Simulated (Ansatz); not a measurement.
Cost and result for the atomization energy of C$_{2}$H$_{2}$FN, SMILES `FC1=CN1` (6 atoms, 6 bonds).

Total charge 0; spin multiplicity 1. The geometry is a stationary point of PBE0-D4/def2-TZVP. Program: Ansatz. All runs use 2 threads of an Arm Neoverse V2 on a shared host. Times are those of one run each, without the atoms' runs, and a repeat can differ threefold. Electronic energies, without spin–orbit coupling; frozen cores. CCSD(T)/CBS adds CCSD(T) − MP2 in def2-TZVPP to the MP2 limit, and its time is that of the two runs behind it. T1 = 0.013. B3LYP takes the VWN-RPA correlation (the form of Gaussian; ORCA's B3LYP/G). HSE06 is the plane-wave form, built on full-range PBE exchange.

CCSD(T)/CBS is a level of theory with its own doubt, some kJ/mol a heavy atom from the limit and from the frozen cores, so smaller differences don't rank the functionals.

| level | functions | wall time | atomization (kcal/mol) | difference from CCSD(T)/CBS | per bond |
| --- | --- | --- | --- | --- | --- |
| BLYP-D4/def2-TZVPP | 152 | 1 s | 551.8 | 14.5 | 2.4 |
| CCSD(T)/def2-SVP | 66 | 1 s | 503.1 | -34.2 | -5.7 |
| BHLYP-D4/def2-TZVPP | 152 | 1.2 s | 504.8 | -32.5 | -5.4 |
| HSE06-D4/def2-TZVPP | 152 | 1.3 s | 549.2 | 11.9 | 2.0 |
| CAM-B3LYP-D4/def2-TZVPP | 152 | 1.3 s | 542.7 | 5.4 | 0.9 |
| B3LYP-D4/def2-TZVPP (with forces) | 152 | 1.6 s | 541.1 | 3.8 | 0.6 |
| B2PLYP/def2-TZVPP | 152 | 2.1 s | 534.9 | -2.4 | -0.4 |
| PBE-QIDH/def2-TZVPP | 152 | 2.1 s | 534.9 | -2.4 | -0.4 |
| ωB97X-V/def2-TZVPP | 152 | 3.6 s | 541.7 | 4.4 | 0.7 |
| ωB97M-V/def2-TZVPP (with forces) | 152 | 4.9 s | 543.1 | 5.8 | 1.0 |
| MP2/def2-QZVPP | 288 | 6.5 s | 551.1 | 13.8 | 2.3 |
| CCSD(T)/def2-TZVPP | 152 | 17 s | 517.9 | -19.4 | -3.2 |
| CCSD(T)/CBS(def2) | – | 24 s | 537.3 | 0.0 | 0.0 |

From BLYP to BHLYP (50 % exact exchange), in def2-TZVPP and without D4, the atomization energy moves by −44.7 kcal/mol: exact exchange takes away binding that semilocal exchange gives to molecules. At CCSD(T), def2-SVP lies −34.2 kcal/mol from the extrapolated value and def2-TZVPP −19.4 kcal/mol: correlation converges slowly with the basis, and small sets miss more of it in the bonded molecule than in its fragments. The D4 term adds +2.9 kcal/mol with B3LYP and +1.5 kcal/mol with PBE0; it sums over pairs of atoms, weighted by their polarisabilities, and B3LYP, whose exchange is more repulsive, gets the larger term.
